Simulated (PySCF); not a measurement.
## Bonding in `BC[SiH3]`

Compound: CH7BSi.
Atom-mapped SMILES: `[BH2:1][CH2:2][SiH3:3]` (hydrogens: H4, H5 on B1; H6, H7 on C2; H8, H9, H10 on Si3)

Cartesian coordinates in Å at the PBE0-D3(BJ)/def2-SVP level; atoms count from 1:
```
atom  x, y, z in Å
B1    -1.4580   -0.2718   -0.1050
C2    -0.2956    0.7217   -0.2817
Si3    1.2849   -0.1949    0.2489
H4    -1.7648   -1.0301   -0.9980
H5    -2.0355   -0.3639    0.9554
H6    -0.1026    1.0229   -1.3241
H7    -0.3389    1.6036    0.3779
H8     1.5120   -1.4029   -0.5995
H9     1.2017   -0.6217    1.6777
H10    2.4498    0.7275    0.0910
```

Bond orders from the PBE0/pcSseg-1 density (PySCF). One conformer (not necessarily the lowest) at the PBE0-D3(BJ)/def2-SVP geometry, without solvent, vibrations or thermal averaging.

Task: Where do the orders between heavy atoms depart from those drawn in the SMILES?

Result: The largest departure is 0.115, at C2–Si3 (drawn single, 0.885).

Task: Give the Mayer order of every bond, beside its length.

Result: 
| bond | drawn as | length (Å) | Mayer order |
| --- | --- | --- | --- |
| B1–C2 | single | 1.539 | 1.067 |
| C2–Si3 | single | 1.903 | 0.885 |
| B1–H4 | single | 1.211 | 0.989 |
| B1–H5 | single | 1.211 | 0.989 |
| C2–H6 | single | 1.102 | 0.930 |
| C2–H7 | single | 1.102 | 0.930 |
| Si3–H8 | single | 1.494 | 0.942 |
| Si3–H9 | single | 1.494 | 0.942 |
| Si3–H10 | single | 1.494 | 0.942 |

Task: Sum the orders of all bonds at each heavy atom with more than one neighbour and set the sums beside the valence in the SMILES.

Result: B1 3.045 (drawn 3), C2 3.812 (drawn 4), Si3 3.711 (drawn 4). Orders between atoms that aren't bonded are not in these sums.

For a closed shell the Mayer order of atoms A and B is Σ (PS)μν (PS)νμ over the basis functions μ on A and ν on B, with P the density and S the overlap matrix.
